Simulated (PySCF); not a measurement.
Below is a simulated gas-phase P 2p photoelectron spectrum of `[PH-]P(C)C`.

Every computed line was given a Gaussian of 0.7 eV full width at half maximum and an area set by the number of equivalent atoms (split 2:1 within a doublet); the highest printed point is 100. Method: delta-SCF UKS SCAN, pcX-2 on the ionised atom, pcseg-1 elsewhere, spin-free X2C (PySCF 2.14.0).

binding energy (eV), intensity and a bar:
```
    127.6          0 
    127.7          1 
    127.8          2 
    127.9          4 #
    128.0          9 ###
    128.1         18 #####
    128.2         32 #########
    128.3         50 ###############
    128.4         70 #####################
    128.5         87 ##########################
    128.6         98 #############################
    128.7         99 ##############################
    128.8         89 ###########################
    128.9         74 ######################
    129.0         59 ##################
    129.1         48 ##############
    129.2         43 #############
    129.3         44 #############
    129.4         48 ##############
    129.5         51 ###############
    129.6         51 ###############
    129.7         46 ##############
    129.8         41 ############
    129.9         38 ############
    130.0         41 ############
    130.1         51 ###############
    130.2         67 ####################
    130.3         83 #########################
    130.4         96 #############################
    130.5        100 ##############################
    130.6         94 ############################
    130.7         80 ########################
    130.8         64 ###################
    130.9         51 ###############
    131.0         44 #############
    131.1         44 #############
    131.2         47 ##############
    131.3         50 ###############
    131.4         50 ###############
    131.5         46 ##############
    131.6         38 ###########
    131.7         28 ########
    131.8         18 #####
    131.9         11 ###
    132.0          6 ##
    132.1          3 #
    132.2          1 
    132.3          0 
    132.4          0
```

Count the maxima, the lines and the sites behind this envelope.

The curve has 4 maxima (at 128.7, 129.5, 130.5 and 131.4 eV). Under it lie 4 lines from 2 inequivalent phosphorus sites, each drawn as a 2p3/2, 2p1/2 pair.

Decompose the envelope and assign each component. Numbering: `[CH3:1][P:2]([CH3:3])[PH-:4]`.

```json
{"position (eV)": "128.65", "relative area": "0.67", "line": "P 2p3/2", "atoms": "P4", "environment": "phosphorus bonded to P and H"}
{"position (eV)": "129.55", "relative area": "0.33", "line": "P 2p1/2", "atoms": "P4", "environment": "phosphorus bonded to P and H"}
{"position (eV)": "130.49", "relative area": "0.67", "line": "P 2p3/2", "atoms": "P2", "environment": "three-coordinate phosphorus"}
{"position (eV)": "131.38", "relative area": "0.33", "line": "P 2p1/2", "atoms": "P2", "environment": "three-coordinate phosphorus"}
```

What are the centre and the root-mean-square width of the whole band?

The area-weighted mean of the lines is 129.87 eV. Their own spread about it is 1.01 eV (rms) and each Gaussian has σ = 0.7/2.355 = 0.30 eV; the variances add, which gives 1.05 eV.

Lowest listed P 2p3/2: P4, bonded to H and P. Highest, 1.84 eV above it: P2, bonded to 2 C and P. Summing the Pauling electronegativity differences to the bonded atoms, each weighted by its formal bond order, gives +0.01 for the lowest site and +0.72 for the highest.

Shake-up satellites, vibrational structure and lifetime widths aren't simulated. 2p3/2 and 2p1/2 are the ΔSCF energy of one spin-free 2p hole plus the eigenvalues of a spin–orbit and ligand-field matrix of the shell. 2p1/2 minus 2p3/2 (ligand field included): P 0.89 eV. The species carries charge -1, so core ionisation leaves a neutral species. The basis sets have no added diffuse functions. Geometry: GFN2-xTB, one conformer, isolated ion.

Conformer computed: `[CH3:1][P:2]([CH3:3])[PH-:4]`: H–P4–P2–C1 -132°.
